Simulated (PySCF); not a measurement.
# Choosing a basis for TDDFT

2-butyne, C4H6.
SMILES with atom numbers: `[CH3:1][C:2]#[C:3][CH3:4]` (hydrogens: H5, H6, H7 on C1; H8, H9, H10 on C4)

TDDFT with PBE0 (PySCF), vertical singlets, core orbitals frozen in the response, spherical d and f functions. Isolated species at its PBE0-D3(BJ)/def2-SVP geometry, gas phase.

Task: Compare 6-31G*, 6-31+G*, def2-SVP, def2-SVPD, aug-cc-pVDZ, def2-TZVP and def2-TZVPD for this molecule.

Result: 

```
      basis  functions  diffuse  S1 (eV)  S2 (eV)  S3 (eV)  S4 (eV)  S5 (eV)  LUMO (eV)  α (au)
     6-31G*         68       no     6.59     6.90     6.90     9.08     9.08       2.02    40.2
    6-31+G*         84      yes     6.47     6.47     6.54     6.80     6.80       0.59    45.1
   def2-SVP         86       no     6.58     6.87     6.87     8.06     8.06       1.75    42.1
  def2-SVPD        128      yes     6.54     6.67     6.67     6.81     6.81       0.78    50.0
aug-cc-pVDZ        146      yes     6.01     6.01     6.47     6.49     6.49      -0.03    51.1
  def2-TZVP        160       no     6.52     6.78     6.78     7.25     7.25       1.41    47.9
 def2-TZVPD        202      yes     6.28     6.28     6.50     6.75     6.75       0.34    51.2
```

States are compared by their number. Against the largest diffuse basis here (def2-TZVPD, itself not a converged limit), sets without diffuse functions differ by up to 0.31 eV in S1 and 2.33 eV in S5; the smaller diffuse sets differ by up to 0.27 and 0.26 eV. State by state, the largest deviation of a set without diffuse functions is S1 0.31, S2 0.61, S3 0.40, S4 2.33, S5 2.33 eV. The same number needn't mean the same state in each row. Against def2-TZVPD the polarisability deviates by -21% in 6-31G*, -12% in 6-31+G*, -18% in def2-SVP, -2% in def2-SVPD, 0% in aug-cc-pVDZ, -6% in def2-TZVP. A single + in a Pople set puts diffuse functions on heavy atoms only.
